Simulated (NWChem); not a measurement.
All runs are NWChem calculations. System: NO (-1), charge -1, spin multiplicity 3, at a geometry optimised with UPBE0/def2-SVP. The structure started from a generated list of species. Its SCF solution wasn't tested for a lower state. Level: UCCSD(T)/def2-SVPD, 2 core orbitals frozen.

Job file:

```
start mol
memory heap 100 mb stack 700 mb global 1900 mb
charge -1
geometry units angstroms nocenter noautoz
  N      0.000000     0.000000     0.669030
  O      0.000000     0.000000    -0.585401
  symmetry group C2v
end
basis spherical
  * library def2-svpd
end
scf
  uhf
  nopen 2
  maxiter 100
  thresh 1e-7
  semidirect memsize 60000000 filesize 0
  # guess.movecs holds the orbitals of an unrestricted PBE0 run
  vectors input guess.movecs output mol.movecs
end
tce
  freeze core 2
  ccsd(t)
  thresh 1e-6
  maxiter 100
  tilesize 24
end
task tce energy
```

Output (cleaned and shortened):

```
             Northwest Computational Chemistry Package (NWChem) 7.3.0
             --------------------------------------------------------

                                NWChem Input Module
                                -------------------

 Scaling coordinates for geometry "geometry" by  1.889725989
 (inverse scale =  0.529177249)

 Turning off AUTOSYM since
 SYMMETRY directive was detected!

                             Geometry "geometry" -> ""
                             -------------------------

 Output coordinates in angstroms (scale by  1.889725989 to convert to a.u.)

  No.       Tag          Charge          X              Y              Z
 ---- ---------------- ---------- -------------- -------------- --------------
    1 N                    7.0000     0.00000000     0.00000000     0.66903000
    2 O                    8.0000     0.00000000     0.00000000    -0.58540100

 Effective nuclear repulsion energy (a.u.)      23.6234005250

            Nuclear Dipole moment (a.u.)
            ----------------------------
        X                 Y               Z
 ---------------- ---------------- ----------------
     0.0000000000     0.0000000000     0.0000037795

      Symmetry information
      --------------------

 Group name             C2v
 Group number             16
 Group order               4
 No. of unique centers     2

      Symmetry unique atoms

     1    2


 Summary of "ao basis" -> "" (spherical)
 ------------------------------------------------------------------------------
       Tag                 Description            Shells   Functions and Types
 ---------------- ------------------------------  ------  ---------------------
 *                         def2-svpd                  on all atoms

 Summary of "ao basis" -> "ao basis" (spherical)
 ------------------------------------------------------------------------------
       Tag                 Description            Shells   Functions and Types
 ---------------- ------------------------------  ------  ---------------------
 N                         def2-svpd                 8       20   4s2p2d
[...]
         Schwarz screening : 0.10D-09

          Correlation Information
          -----------------------
          Calculation type : Coupled-cluster singles & doubles w/ perturbation
   Perturbative correction : (T)
            Max iterations :      100
        Residual threshold : 0.10D-05
     T(0) DIIS level shift : 0.00D+00
     L(0) DIIS level shift : 0.00D+00
     T(1) DIIS level shift : 0.00D+00
     L(1) DIIS level shift : 0.00D+00
     T(R) DIIS level shift : 0.00D+00
     T(I) DIIS level shift : 0.00D+00
   CC-T/L Amplitude update :  5-th order DIIS
                I/O scheme : Global Array Library
        L-threshold :  0.10D-05
        EOM-threshold :  0.10D-05
 no EOMCCSD initial starts read in
 TCE RESTART OPTIONS
 SLICE:      F
 D4D5:       F
 quantumc:   F
 qrotation:  F
 pwtce:      F
 qducc:      F
 nacto:                         0
 nrotv:                         0
 nrot:                          0

            Memory Information
            ------------------
          Available GA space size is     249033102 doubles
          Available MA space size is     104855748 doubles

 Maximum block size supplied by input
 Maximum block size        24 doubles

 tile_dim =     16

 -------------------------------------------------

 Global array virtual files algorithm will be used

 Parallel file system coherency ......... OK


 half-transformed integrals in memory

 2-e (intermediate) file size =         6954089
 2-e (intermediate) file name = ./mol.v2i

 2-e integrals stored in memory



CCSD iterations
 ---------------------------------------------------------
 Iter          Residuum       Correlation     Cpu    Wall
 ---------------------------------------------------------
    1   0.1558215862320  -0.3267020175839     0.1     0.1
    2   0.0420585627809  -0.3294893896819     0.1     0.1
    3   0.0172508909317  -0.3367196595838     0.1     0.1
    4   0.0095908707336  -0.3377396638928     0.1     0.1
    5   0.0054303328615  -0.3386609551738     0.1     0.1
    6   0.0020556128512  -0.3393884277356     0.1     0.1
    7   0.0011813523971  -0.3394623401064     0.1     0.1
    8   0.0007567851432  -0.3394938258737     0.1     0.1
    9   0.0005273376092  -0.3394983692473     0.1     0.1
   10   0.0003759207202  -0.3395135296032     0.1     0.1
   11   0.0000924431239  -0.3395428996319     0.1     0.1
   12   0.0000513689835  -0.3395424892515     0.1     0.1
   13   0.0000366345170  -0.3395428529974     0.1     0.1
   14   0.0000256444731  -0.3395425874188     0.1     0.1
   15   0.0000187778893  -0.3395423751639     0.1     0.1
   16   0.0000046873591  -0.3395414860118     0.1     0.1
   17   0.0000025060371  -0.3395420926350     0.1     0.1
   18   0.0000017768844  -0.3395420966013     0.1     0.1
   19   0.0000012095947  -0.3395421679941     0.1     0.1
   20   0.0000008778264  -0.3395421968039     0.1     0.1
 -----------------------------------------------------------------
 Iterations converged
 CCSD correlation energy / hartree =        -0.339542196803939
 CCSD total energy / hartree       =      -129.475569117694050

 Singles contributions

 Doubles contributions
 CCSD(T)
 Using plain CCSD(T) code
             total no. of tasks          460
 total no. of tasks / no. procs          460
                         wl_min          128           2.2
                         wl_max       110592           6.9
        thresh for no. of tasks          460

 CCSD[T]  correction energy / hartree =        -0.013503157841555
 CCSD[T] correlation energy / hartree =        -0.353045354645494
 CCSD[T] total energy / hartree       =      -129.489072275535619
 CCSD(T)  correction energy / hartree =        -0.011817388763056
 CCSD(T) correlation energy / hartree =        -0.351359585566994
 CCSD(T) total energy / hartree       =      -129.487386506457113

 Task  times  cpu:        2.8s     wall:        2.8s

 Total times  cpu:        2.9s     wall:        2.9s
```
